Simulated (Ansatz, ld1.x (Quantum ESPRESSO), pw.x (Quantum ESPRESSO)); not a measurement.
## Equation-of-state test of one RRKJ potential (Sr (Z = 38))

ld1.x (Quantum ESPRESSO) 7.5 input, shortened:

```
&input
   title='Sr', zed=38., rel=1, dft='PBESOL', iswitch=3,
   config='[Kr] 4d0 5s2 5p0'
 /
 &inputp
   pseudotype=2, tm=.false., rho0=0.02, lloc=0,
   nlcc=.false.
 /
3
5P  2  1   0.00   0.00  4.20  4.20  0.0
4D  3  2   0.00   0.00  3.90  3.90  0.0
5S  1  0   2.00   0.00  3.50  3.50  0.0
 &test
   configts(1)='4d0 5s2 5p0'
 /
```

Atomic tests: cutoffs needed: 6 Ry and 8 Ry (the cutoffs (Ry, on a coarse ladder) from which the occupation-weighted sum of valence levels, in a spherical-Bessel basis at the reference potential, stays within 10 and 1 mRy of its value at 400 Ry); ghost test: no extra level below or beside the all-electron valence levels (p, d, s, f tested) (spherical-Bessel basis up to 400 Ry, 20 bohr box); largest excitation error: +217 meV (all-electron minus pseudo) for 4d1 5s0 5p0, out of 7 test configurations.

Crystal test: bcc Sr in pw.x 7.5, no spin, 10³ k-points, Fermi–Dirac smearing 0.01 Ry, cutoffs 35/140 Ry. The reference is all-electron LAPW (Ansatz 0.2.0) with the same functional, mesh and smearing; V0 and B0 come from Birch–Murnaghan fits to the pressures at five volumes. Errors are pseudo minus all-electron; Δ is the rms difference of the E(V) curves that follow from these fits, minima aligned, over ±6 % about the mean V0. Mesh and smearing are coarse, so the numbers serve the comparison and aren't converged zero-temperature values; the lattice is a test structure that the element need not adopt.

```json
{"V (Å³/atom)": "49.066", "P all-electron (GPa)": "0.67", "P pseudo (GPa)": "-0.01"}
{"V (Å³/atom)": "50.357", "P all-electron (GPa)": "0.32", "P pseudo (GPa)": "-0.27"}
{"V (Å³/atom)": "51.648", "P all-electron (GPa)": "-0.00", "P pseudo (GPa)": "-0.51"}
{"V (Å³/atom)": "52.939", "P all-electron (GPa)": "-0.29", "P pseudo (GPa)": "-0.72"}
{"V (Å³/atom)": "54.230", "P all-electron (GPa)": "-0.54", "P pseudo (GPa)": "-0.92"}
```

All-electron: a0 = 4.692 Å (V0 = 51.65 Å³/atom), B0 = 12.0 GPa.

Pseudopotential: mean pressure error (GPa): -0.52. The pressure does not cross zero within the volumes sampled, so no fit is given. The largest radius (4.20 bohr) exceeds half the bond length (3.84 bohr), so the spheres overlap, which is one possible source of error among others. This is a poor potential for the solid.

Task: At the middle volume, how do free energy and pressure move when the wave cutoff is lowered (ecutrho kept at four times it)?

Result:

```json
{"cutoff (Ry)": "16", "shift of F (meV/atom)": "+0.5", "shift of P (GPa)": "-0.01"}
{"cutoff (Ry)": "21", "shift of F (meV/atom)": "+0.1", "shift of P (GPa)": "+0.00"}
{"cutoff (Ry)": "28", "shift of F (meV/atom)": "+0.0", "shift of P (GPa)": "-0.00"}
```

Input at the middle volume:

```
&control
  calculation='scf', prefix='x', pseudo_dir='./', outdir='./tmp', tstress=.true., disk_io='none'
/
&system
  ibrav=0, nat=1, ntyp=1, ecutwfc=35, ecutrho=140, nbnd=8,
  occupations='smearing', smearing='fd', degauss=0.01
/
&electrons
  conv_thr=1e-09, mixing_beta=0.4, electron_maxstep=70
/
ATOMIC_SPECIES
Sr 1.0 Sr.UPF
CELL_PARAMETERS angstrom
  -2.34601710 2.34601710 2.34601710
  2.34601710 -2.34601710 2.34601710
  2.34601710 2.34601710 -2.34601710
ATOMIC_POSITIONS crystal
Sr 0.0000 0.0000 0.0000
K_POINTS automatic
10 10 10 0 0 0
```

```bash
pw.x < Sr.scf.in > Sr.scf.out
```

Lines of the output:

```
Message from routine setup:
     using ibrav=0 with symmetry is DISCOURAGED, use correct ibrav instead
     lattice parameter (alat)  =       7.6788  a.u.
     unit-cell volume          =     348.5380 (a.u.)^3
     number of electrons       =         2.00
     number of Kohn-Sham states=            8
     kinetic-energy cutoff     =      35.0000  Ry
     charge density cutoff     =     140.0000  Ry
     scf convergence threshold =      1.0E-09
     Exchange-correlation= PBESOL
     number of k points=    47  Fermi-Dirac smearing, width (Ry)=  0.0100
     iteration #  1     ecut=    35.00 Ry     beta= 0.40
     total energy              =      -1.34657335 Ry
     estimated scf accuracy    <       0.00043217 Ry
     iteration #  2     ecut=    35.00 Ry     beta= 0.40
     total energy              =      -1.34696648 Ry
     estimated scf accuracy    <       0.00017905 Ry
     iteration #  3     ecut=    35.00 Ry     beta= 0.40
     total energy              =      -1.34699327 Ry
     estimated scf accuracy    <       0.00000091 Ry
     iteration #  4     ecut=    35.00 Ry     beta= 0.40
     total energy              =      -1.34699407 Ry
     estimated scf accuracy    <       0.00000033 Ry
     iteration #  5     ecut=    35.00 Ry     beta= 0.40
     total energy              =      -1.34699413 Ry
     estimated scf accuracy    <       0.00000002 Ry
     iteration #  6     ecut=    35.00 Ry     beta= 0.40
     total energy              =      -1.34699413 Ry
     estimated scf accuracy    <          2.7E-09 Ry
     iteration #  7     ecut=    35.00 Ry     beta= 0.40
     the Fermi energy is     1.8544 ev
!    total energy              =      -1.34699413 Ry
     estimated scf accuracy    <          7.2E-12 Ry
     smearing contrib. (-TS)   =      -0.00578499 Ry
     The total energy is F=E-TS. E is the sum of the following terms:
     one-electron contribution =       0.96780025 Ry
     hartree contribution      =       0.00302719 Ry
     xc contribution           =      -0.67027578 Ry
     ewald contribution        =      -1.64176080 Ry
     convergence has been achieved in   7 iterations
          total   stress  (Ry/bohr**3)                   (kbar)     P=       -5.08
     Message from routine punch:
     Nothing written, as per user request (disk_io='none')
```

The run at the middle volume (47 k-points, 7 iterations) took about 5.1 s on one core of a shared host (Neoverse-V1, 64 threads, 495 GiB, load 44).
